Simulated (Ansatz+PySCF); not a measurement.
The numbers below are computed, except where a source is named.
Input for PySCF 2.14.0:

```python
from pyscf import gto, scf, mp

mol = gto.M(atom="""
C 0.000000 -0.294630 -1.102990
C 0.000000 0.601060 0.123570
C 0.000000 -0.170240 1.400850
H -0.881110 -0.936700 -1.113410
H 0.881110 -0.936700 -1.113410
H 0.000000 0.299540 -2.017840
H 0.876960 1.250870 0.083630
H -0.876960 1.250870 0.083630
H -0.924400 -0.532040 1.827980
H 0.924400 -0.532040 1.827980
""", basis='cc-pvtz', charge=0, spin=1)
mf = scf.UHF(mol)
mf.kernel()
pt = mp.MP2(mf, frozen=3).run()
print(mf.e_tot, pt.e_corr, pt.e_tot)
```

The script is written out from the run's settings.

Output:

| Quantity | Value |
| --- | --- |
| Converged | yes |
| Reference energy | -117.67518 hartree |
| Correlation energy | -0.50420 hartree |
| Total energy | -118.17938 hartree |
| Spin squared of the determinant | 0.763 |
